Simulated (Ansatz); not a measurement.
## Bulk modulus B0 of some III–V compounds, all zinc-blende

Method: PBE0 (PAW; Ansatz, a program for electronic structure). References are measured values corrected to a static lattice.

Values in GPa.

| solid | reference | PBE0 | error (%) |
|---|---|---|---|
| zinc-blende InAs | 58.6 | 59.3 | +1.2 |
| zinc-blende InSb | 46.1 | 45.4 | -1.5 |
| zinc-blende BP | 176 (168–176) | 175 | -0.6 |
| zinc-blende InP | 72 | 70.7 | -1.8 |
| zinc-blende GaP | 89.6 | 89.2 | -0.4 |
| zinc-blende AlAs | 75 | 76.5 | +2.0 |
| zinc-blende GaAs | 76.7 | 73.5 | -4.2 |
| cubic BN | 410 (388–410) | 404 | -1.5 |

Over these 8 solids the mean error is -0.8 %, the mean absolute error 1.6 % (median 1.5 %), and the worst case zinc-blende GaAs at -4.2 %; the value is below the reference in 6 of 8 cases.

All these references are brought to a static lattice.

Spin–orbit coupling is left out, also for the solids with elements from indium on (zinc-blende InAs, zinc-blende InSb, zinc-blende InP); its size isn't shown.

Brackets give the range of the sources taken for a reference, where it is wide; it can hold other temperatures.

Differences are worked out from the printed values.

Each level is taken at its own relaxed cell. Ansatz's density-functional and Hartree–Fock values are scalar-relativistic unless marked +SOC, with PAW data made under PBE.

Not in this set, of the III–V compounds with a reference value in our tables and a result at some level: 3 for a reference at room or unstated temperature; 1 for a high-temperature or high-pressure phase; 1 for sources at odds. These can be a level's best or worst cases. At least 2 more with a reference value are held back for tests. Solids without a released value at any level aren't counted. Layered and molecular crystals are counted apart.

References as tabulated in Mejia-Rodriguez and Trickey (2018), arXiv:1807.09216; Goldzak et al. (2022), arXiv:2208.04865.
